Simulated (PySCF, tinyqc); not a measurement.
Inside a calculation. Method: CISD on RHF in the sto-3g basis, for HF, spin multiplicity 1. The lowest restricted solution is unstable here: a spin-polarised one lies 0.0332 hartree lower (PySCF). One step of it, computed by the program tinyqc.

Question. Iteration 1: building the Fock matrix. J_ij = sum D_kl (ij|kl), K_ij = sum D_kl (ik|jl); F = H + J - 0.5 K; E = tr D H + tr D J / 2 - 0.25 tr D K + E_nn.

D at the start, lower triangle:
```
            1F 1s      1F 2s    1F 2px    1F 2py     1F 2pz     2H 1s
1F 1s    2.121640
1F 2s   -0.513096   2.163872
1F 2px   0.000000   0.000000  2.000000
1F 2py   0.000000   0.000000  0.000000  2.000000
1F 2pz  -0.008256   0.044426  0.000000  0.000000   2.043484
2H 1s    0.031413  -0.129537  0.000000  0.000000  -0.155432  0.019181
```

core Hamiltonian H = T + V (hartree), lower triangle:
```
             1F 1s       1F 2s     1F 2px     1F 2py     1F 2pz      2H 1s
1F 1s   -40.399774
1F 2s    -9.478858  -10.877937
1F 2px    0.000000    0.000000  -8.563388
1F 2py    0.000000    0.000000   0.000000  -8.563388
1F 2pz   -0.006351   -0.079377   0.000000   0.000000  -8.599712
2H 1s    -0.623045   -1.583217   0.000000   0.000000  -1.177501  -3.819692
```

Two-electron integrals (ij|kl) in chemists' order, unique and non-zero (hartree):
```
(11|11) 5.403501   (21|11) 0.841920   (21|21) 0.156299   (22|11) 1.268028
(22|21) 0.292344   (22|22) 0.926167   (31|31) 0.027998   (32|31) 0.043169
(32|32) 0.204588   (33|11) 1.264502   (33|21) 0.292403   (33|22) 0.925959
(33|33) 0.997514   (41|41) 0.027998   (42|41) 0.043169   (42|42) 0.204588
(43|43) 0.053770   (44|11) 1.264502   (44|21) 0.292403   (44|22) 0.925959
(44|33) 0.889973   (44|44) 0.997514   (51|51) 0.027998   (52|51) 0.043169
(52|52) 0.204588   (53|53) 0.053770   (54|54) 0.053770   (55|11) 1.264502
(55|21) 0.292403   (55|22) 0.925959   (55|33) 0.889973   (55|44) 0.889973
(55|55) 0.997514   (61|11) 0.055494   (61|21) 0.010223   (61|22) 0.019031
(61|33) 0.019006   (61|44) 0.019006   (61|51) 0.000386   (61|52) 0.000732
(61|55) 0.019084   (61|61) 0.000675   (62|11) 0.161449   (62|21) 0.037812
(62|22) 0.136396   (62|33) 0.134376   (62|44) 0.134376   (62|51) 0.002511
(62|52) 0.020984   (62|55) 0.140297   (62|61) 0.002509   (62|62) 0.026293
(63|31) 0.003699   (63|32) 0.022941   (63|53) 0.004247   (63|63) 0.003671
(64|41) 0.003699   (64|42) 0.022941   (64|54) 0.004247   (64|64) 0.003671
(65|11) 0.118956   (65|21) 0.028192   (65|22) 0.109089   (65|33) 0.104728
(65|44) 0.104728   (65|51) 0.005285   (65|52) 0.038334   (65|55) 0.117687
(65|61) 0.001933   (65|62) 0.025959   (65|65) 0.029184   (66|11) 0.372500
(66|21) 0.088610   (66|22) 0.369546   (66|33) 0.359733   (66|44) 0.359733
(66|51) 0.006070   (66|52) 0.072986   (66|55) 0.388958   (66|61) 0.005890
(66|62) 0.098587   (66|65) 0.114579   (66|66) 0.774606
```

nuclear repulsion = 3.37294256 hartree

Give: Coulomb J; exchange K; Fock matrix F; total energy of this density.

Answer.

Coulomb J (hartree), lower triangle:
```
         1F 1s  1F 2s  1F 2px  1F 2py  1F 2pz  2H 1s
1F 1s   20.918
1F 2s    4.009  9.929
1F 2px   0.000  0.000   9.921
1F 2py   0.000  0.000   0.000   9.921
1F 2pz   0.001  0.002   0.000   0.000   9.920
2H 1s    0.262  1.412   0.000   0.000   1.109  3.693
```

exchange K (hartree), lower triangle:
```
         1F 1s  1F 2s  1F 2px  1F 2py  1F 2pz  2H 1s
1F 1s   11.108
1F 2s    1.946  3.233
1F 2px   0.000  0.000   2.663
1F 2py   0.000  0.000   0.000   2.663
1F 2pz   0.000  0.004   0.000   0.000   2.666
2H 1s    0.136  0.401   0.000   0.000   0.234  0.086
```

Fock matrix F (hartree), lower triangle:
```
          1F 1s   1F 2s  1F 2px  1F 2py  1F 2pz   2H 1s
1F 1s   -25.036
1F 2s    -6.443  -2.565
1F 2px    0.000   0.000   0.026
1F 2py    0.000   0.000   0.000   0.026
1F 2pz   -0.005  -0.080   0.000   0.000  -0.012
2H 1s    -0.429  -0.372   0.000   0.000  -0.186  -0.170
```

total energy of this density = -97.90530 hartree
